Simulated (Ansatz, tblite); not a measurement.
# BH2(nPr) (C₃H₉B): one state, many levels

The task here is to estimate one member of a computed series from the others.

Computed with Ansatz 0.2.0, Gaussian basis. Level: as each input shows.

Levels to be run: GFN1-xTB, GFN2-xTB, PBE-D4/def2-TZVP, r2SCAN-D4/def2-TZVP, revPBE-D4/def2-TZVP, HF/def2-TZVP, BLYP-D4/def2-TZVP, ωB97M-V/def2-TZVP, LC-ωPBE/def2-TZVP, CAM-B3LYP-D4/def2-TZVP, BHLYP-D4/def2-TZVP, PBE-D4/def2-SVP, PBE0-D4/def2-SVP, HF/6-31G, B3LYP-D4/6-31G, PBE0-D4/def2-TZVPD, PBE-D4/def2-TZVPD, r2SCAN-D4/def2-TZVPD, CCSD(T)/def2-TZVPP, MP2/def2-TZVP, RPA/def2-TZVP.

## The geometry

The geometry is that of the singlet, from an earlier relaxation (PBE-D4/def2-SVP).

13 atoms, charge 0, spin multiplicity 1.

Bond lengths: B1–H2 1.220 Å, B1–H3 1.221 Å, B1–C4 1.563 Å, C4–C5 1.558 Å, C4–H7 1.112 Å, C4–H8 1.110 Å, C5–C6 1.531 Å, C5–H9 1.112 Å, C5–H10 1.112 Å, C6–H11 1.110 Å, C6–H12 1.109 Å, C6–H13 1.110 Å. Angles: H2–B1–H3 117.8°, H2–B1–C4 121.5°, H3–B1–C4 120.5°, B1–C4–C5 106.5°, B1–C4–H7 112.4°, B1–C4–H8 113.3°, C5–C4–H7 107.8°, C5–C4–H8 108.4°, H7–C4–H8 108.2°, C4–C5–C6 112.6°, C4–C5–H9 109.8°, C4–C5–H10 109.7°, C6–C5–H9 109.2°, C6–C5–H10 109.4°, H9–C5–H10 105.7°, C5–C6–H11 111.1°, C5–C6–H12 111.4°, C5–C6–H13 111.2° and more.

PBE0-D4/def2-TZVP was run before; its log isn't repeated, and its numbers join the tables.

Set-up of the first run:

Tight binding, by tblite at 300 K electronic temperature and without a spin-polarisation term:

```python
tblite.interface.Calculator('GFN1-xTB', numbers, positions, charge=0, uhf=0).singlepoint()
```

Tight binding, by tblite at 300 K electronic temperature and without a spin-polarisation term:

```python
tblite.interface.Calculator('GFN2-xTB', numbers, positions, charge=0, uhf=0).singlepoint()
```

start.molden holds the orbitals of an earlier run on this state, given as this run's starting guess.

The input, in.yaml:

```yaml
crystal:
  periodic: [false, false, false]
  atoms:
    - {symbol: B, position_ang: [1.005583, 1.683504, 0.744068]}
    - {symbol: H, position_ang: [2.225233, 1.716563, 0.721506]}
    - {symbol: H, position_ang: [0.404122, 2.734393, 0.589915]}
    - {symbol: C, position_ang: [0.226054, 0.332476, 0.849963]}
    - {symbol: C, position_ang: [-0.087394, -0.113174, -0.609341]}
    - {symbol: C, position_ang: [-0.855274, -1.436851, -0.669684]}
    - {symbol: H, position_ang: [-0.740626, 0.442950, 1.387527]}
    - {symbol: H, position_ang: [0.808262, -0.472909, 1.345530]}
    - {symbol: H, position_ang: [0.859101, -0.211700, -1.185429]}
    - {symbol: H, position_ang: [-0.673631, 0.678525, -1.125350]}
    - {symbol: H, position_ang: [-1.825419, -1.361543, -0.135941]}
    - {symbol: H, position_ang: [-1.067688, -1.734406, -1.717123]}
    - {symbol: H, position_ang: [-0.278333, -2.257827, -0.195651]}
basis:
  gaussian: {orbitals: def2-TZVP, initial_orbitals: start.molden}
hamiltonian: {xc: pbe, dispersion: d4}
scf: {omitted_lower_state_checks: [starts]}
output: {forces: true, orbitals: {seedname: orbitals}}
```

Run with:

```bash
> ansatz run in.yaml --threads 4 --pin off --events-out ev --progress --plain --max-ram 3916MiB
```

Among the steps run: PBE-D4/def2-TZVP; r2SCAN-D4/def2-TZVP; revPBE-D4/def2-TZVP; HF/def2-TZVP; BLYP-D4/def2-TZVP; ωB97M-V/def2-TZVP; LC-ωPBE/def2-TZVP; CAM-B3LYP-D4/def2-TZVP; BHLYP-D4/def2-TZVP; PBE-D4/def2-SVP; PBE0-D4/def2-SVP; HF/6-31G; B3LYP-D4/6-31G; PBE0-D4/def2-TZVPD; PBE-D4/def2-TZVPD; r2SCAN-D4/def2-TZVPD; CCSD(T)/def2-TZVPP; MP2/def2-TZVP; RPA/def2-TZVP.

One table of the session follows, with a row left open; its other results are not shown here.

```
                 level  HOMO (eV)  gap (eV)
              HF/6-31G     -11.93     14.88
          HF/def2-TZVP     -12.01     14.13
       PBE-D4/def2-SVP      -7.29      5.06
      PBE-D4/def2-TZVP      -7.36      5.03
     PBE-D4/def2-TZVPD      -7.36      5.02
   revPBE-D4/def2-TZVP      -7.32      5.12
     BLYP-D4/def2-TZVP      -7.27      5.09
   r2SCAN-D4/def2-TZVP      -7.63      5.72
  r2SCAN-D4/def2-TZVPD      -7.64      5.72
        B3LYP-D4/6-31G      -8.34      7.20
      PBE0-D4/def2-SVP      -8.70      7.50
     PBE0-D4/def2-TZVP      -8.71      7.41
    PBE0-D4/def2-TZVPD          ?         ?
    BHLYP-D4/def2-TZVP     -10.01      9.74
CAM-B3LYP-D4/def2-TZVP     -10.15      9.92
     LC-ωPBE/def2-TZVP     -11.51     12.53
     ωB97M-V/def2-TZVP     -11.03     11.61
```

Q: Estimate the row for PBE0-D4/def2-TZVPD from the others.

The run gave: HOMO (eV): -8.71; gap (eV): 7.39.
